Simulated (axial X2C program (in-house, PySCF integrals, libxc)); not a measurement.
**NaAl⁺: cheaper levels and CCSD(T), with spin–orbit coupling**

Calculated with an in-house relativistic program for diatomic molecules. Two-component (2c) means X2C with spin–orbit coupling and atomic mean-field two-electron Coulomb and Gaunt terms. Basis: Al dyall-v3z [8s8p2d1f], Na dyall-cv3z [9s8p5d2f] (cores contracted in-house); Gaussian nuclei, density fitting, unrestricted open shells. Masses: Al 26.982 u, Na 22.990 u.

State: Ω = 1/2 (⟨Sz⟩ = 0.50, ⟨Lz⟩ = 0.00 at HF); fragments Al + Na+.

| level | Re (Å) | ωe (cm⁻¹) | De (eV) |
| --- | --- | --- | --- |
| PBE0 | 3.363 | 134.6 | 1.01 |
| HF | 3.427 | 135.7 | 0.874 |
| MP2 | 3.359 | 138.4 | 0.894 |
| CCSD | 3.352 | 140.7 | 0.887 |
| TPSSh | 3.370 | 135.4 | 0.981 |

Correlated methods: 11 electrons correlated (number of frozen shells: Al 2 s, 1 p; Na 1 s), 193 virtual spin orbitals or spinors in MP2, 90 natural virtuals in coupled cluster.

CCSD(T), same Hamiltonian and basis:

Re = 3.346 Å, ωe = 141.0 cm⁻¹, De = 0.88 eV; T1 = 0.011 (Lee–Taylor normalisation).

Task: Give the differences from CCSD(T) in the columns below.

Result: 

| level | ΔRe (Å) | Δωe (cm⁻¹) | ΔDe (eV) |
| --- | --- | --- | --- |
| PBE0 | 0.017 | -6.4 | 0.13 |
| HF | 0.081 | -5.3 | -0.01 |
| MP2 | 0.013 | -2.6 | 0.01 |
| CCSD | 0.006 | -0.3 | 0.01 |
| TPSSh | 0.024 | -5.6 | 0.10 |

One determinant describes the state; a PBE0 search over occupations chose it and may have missed a lower one. De is counted from the lowest determinant-based energies of the atoms at the same level, without counterpoise correction. Density functionals use the spin component along the axis (collinear). CCSD and (T) use frozen natural virtuals with an MP2 correction for the truncation; (T) itself is uncorrected, so its De runs slightly low. The 2c atoms are single determinants rather than J levels; their spin–orbit lowering is only partly caught, and De is too large by that part. This holds for PBE0, MP2, CCSD, TPSSh, CCSD(T). The functionals have no current-density term, which raises determinants with orbital currents, atoms included.
